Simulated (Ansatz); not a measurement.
**B₂H₄S: how energies converge with the basis set**

One table from this session's results is given with a row withheld; the runs are named, their logs left out.

Program: Ansatz 0.2.0, Gaussian basis. Level of theory: one geometry, several basis sets. These are calculated values, not measurements.

Plan: PBE0-D4/def2-SVP; ωB97M-V/def2-SVP; PBE0-D4/def2-QZVPP; ωB97M-V/def2-QZVPP; the functionals' def2-TZVPP values are taken from earlier runs.

### Structure used throughout

An earlier PBE0-D4 in a triple-zeta def2 set relaxation fixed the geometry.

SMILES `BSB`, 7 atoms, charge 0, spin multiplicity 1.

Atoms are counted from 1 here; the program's logs count them from 0.

Bond lengths: B1–S2 1.796 Å, B1–H4 1.190 Å, B1–H5 1.192 Å, S2–B3 1.796 Å, B3–H6 1.192 Å, B3–H7 1.190 Å. Angles: S2–B1–H4 120.1°, S2–B1–H5 117.1°, H4–B1–H5 122.8°, B1–S2–B3 103.4°, S2–B3–H6 117.1°, S2–B3–H7 120.1°, H6–B3–H7 122.8°.

The first run:

in.yaml

```yaml
crystal:
  periodic: [false, false, false]
  atoms:
    - {symbol: B, position_ang: [-1.299189, -0.115704, -0.521957]}
    - {symbol: S, position_ang: [-0.432352, 0.489439, 0.930306]}
    - {symbol: B, position_ang: [1.289217, 0.127388, 0.567273]}
    - {symbol: H, position_ang: [-0.691558, -0.611867, -1.417236]}
    - {symbol: H, position_ang: [-2.484863, 0.005335, -0.536059]}
    - {symbol: H, position_ang: [2.094230, 0.437507, 1.389741]}
    - {symbol: H, position_ang: [1.585814, -0.400098, -0.457767]}
basis:
  gaussian: {orbitals: def2-SVP}
hamiltonian: {xc: pbe0, dispersion: d4}
output: {orbitals: {seedname: orbitals}}
```

Command:

```console
> ansatz run in.yaml --threads 2 --pin off --events-out ev --progress --plain --max-ram 4352MiB
```

Among the steps run: PBE0-D4 in def2-SVP; ωB97M-V in def2-SVP; PBE0-D4 in def2-QZVPP; ωB97M-V in def2-QZVPP.

One table of the session follows, with a row left open; its other results are not shown here.

It belongs to the step «Density functionals: the series». 

| functional | basis | HOMO (eV) | LUMO (eV) |
| --- | --- | --- | --- |
| PBE0-D4 | def2-SVP | -8.68 | -2.26 |
| PBE0-D4 | def2-TZVPP | -8.72 | -2.32 |
| PBE0-D4 | def2-QZVPP | -8.73 | -2.33 |
| ωB97M-V | def2-SVP | -10.83 | -0.19 |
| ωB97M-V | def2-TZVPP | ? | ? |
| ωB97M-V | def2-QZVPP | -10.93 | -0.37 |

Estimate the missing values for ωB97M-V, def2-TZVPP.

As computed: HOMO (eV): -10.92; LUMO (eV): -0.33. In the column «HOMO (eV)» it lies between ωB97M-V, def2-QZVPP (-10.93) and ωB97M-V, def2-SVP (-10.83).
